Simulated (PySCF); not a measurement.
Choosing a molecule for a target property.

Each SMILES stands for a single optimised conformer of the isolated species, non-relativistic unless stated. Electronic properties by PySCF.

Dipoles, sizes and rotational constants follow the conformer. The torsions of the flexible species, by atom-mapped SMILES:
- `[F:1][CH2:2][Si@H:3]([SiH3:4])[Cl:5]`: F1–C2–Si3–Si4 -57°
- `[CH3:1][PH2+:2][CH2:3][PH2:4]`: C1–P2–C3–P4 -179°, H–P4–C3–P2 -88°, H–P4–C3–P2 179°
- `[F:1][Si@H:2]([Cl:3])[CH2:4][SiH3:5]`: F1–Si2–C4–Si5 54°
- `[F:1][SiH2:2][CH2:3][SiH2:4][Cl:5]`: F1–Si2–C3–Si4 51°, Si2–C3–Si4–Cl5 177°
- `[NH2:1][CH:2]=[NH2+:3]`: H–N1–C2–N3 0°, H–N1–C2–N3 180°
- `[CH:1]#[C:2][CH2:3][C@@H:4]([F:5])[S:6][CH:7]=[CH2:8]`: C2–C3–C4–F5 69°, C3–C4–S6–C7 176°, C4–S6–C7–C8 -175°
- `[F:1][SiH2:2][SiH2:3][CH2:4][Cl:5]`: F1–Si2–Si3–C4 55°, Si2–Si3–C4–Cl5 177°

Question: Wanted: HOMO energy below -10 eV (B3LYP/def2-SVPD) and smallest rotational constant above 5 GHz (GFN2-xTB), at GFN2-xTB geometries. Which candidate meets both?
A. `FC[Si@H]([SiH3])Cl`
B. `C[PH2+]CP`
C. `F[Si@H](Cl)C[SiH3]`
D. `NC=[NH2+]`
E. `F[SiH2]C[SiH2]Cl`

Answer: D. Computed values:
```csv
species,HOMO energy,smallest rotational constant
NC=[NH2+],-14.19 eV,8.872 GHz
C[PH2+]CP,-11.81 eV,1.665 GHz
F[Si@H](Cl)C[SiH3],-8.68 eV,1.246 GHz
F[SiH2]C[SiH2]Cl,-8.50 eV,0.839 GHz
FC[Si@H]([SiH3])Cl,-8.13 eV,1.063 GHz
```

Question: Wanted: electronic spatial extent ⟨r²⟩ about the centre of nuclear charge above 1400 bohr² (B3LYP/def2-SVPD) and HOMO–LUMO gap below 7 eV (B3LYP/def2-SVPD), at GFN2-xTB geometries. Which candidate meets both?
A. `NC=[NH2+]`
B. `F[Si@H](Cl)C[SiH3]`
C. `F[SiH2]C[SiH2]Cl`
D. `[Si@@H]([SiH3])(Cl)CF`
E. `C#CC[C@@H](F)SC=C`
F. `F[SiH2][SiH2]CCl`
G. `C(P)[PH2+]C`

Answer: E. Computed values:
```csv
species,electronic spatial extent ⟨r²⟩ about the centre of nuclear charge,HOMO–LUMO gap
NC=[NH2+],157 bohr²,7.64 eV
C(P)[PH2+]C,718 bohr²,6.82 eV
F[Si@H](Cl)C[SiH3],990 bohr²,8.66 eV
[Si@@H]([SiH3])(Cl)CF,1058 bohr²,7.20 eV
F[SiH2]C[SiH2]Cl,1260 bohr²,7.95 eV
F[SiH2][SiH2]CCl,1326 bohr²,6.58 eV
C#CC[C@@H](F)SC=C,1559 bohr²,6.03 eV
```

Question: Wanted: static isotropic polarisability below 90 au (B3LYP/def2-SVPD) and lowest singlet excitation above 7 eV (TDDFT B3LYP/def2-SVPD), at GFN2-xTB geometries. Which candidate meets both?
A. `C#CC[C@@H](F)SC=C`
B. `FC[Si@H]([SiH3])Cl`
C. `C[PH2+]CP`
D. `F[Si@H](Cl)C[SiH3]`

Answer: D. Computed values:
```
           species  static isotropic polarisability  lowest singlet excitation
         C[PH2+]CP                          69.4 au                    5.94 eV
F[Si@H](Cl)C[SiH3]                          77.1 au                    7.65 eV
FC[Si@H]([SiH3])Cl                          83.9 au                    6.17 eV
 C#CC[C@@H](F)SC=C                          96.5 au                    5.08 eV
```

Question: Wanted: lowest triplet excitation (Tamm–Dancoff) between 6 eV and 7 eV (TDA B3LYP/def2-SVPD) and dipole moment above 1 D (B3LYP/def2-SVPD), at GFN2-xTB geometries. Which candidate meets both?
A. `C#CC[C@@H](F)SC=C`
B. `F[Si@H](Cl)C[SiH3]`
C. `FC[Si@H]([SiH3])Cl`
D. `F[SiH2]C[SiH2]Cl`

Answer: D. Computed values:
```csv
species,lowest triplet excitation (Tamm–Dancoff),dipole moment
C#CC[C@@H](F)SC=C,3.91 eV,1.21 D
FC[Si@H]([SiH3])Cl,5.65 eV,0.40 D
F[SiH2]C[SiH2]Cl,6.69 eV,1.76 D
F[Si@H](Cl)C[SiH3],7.24 eV,2.18 D
```
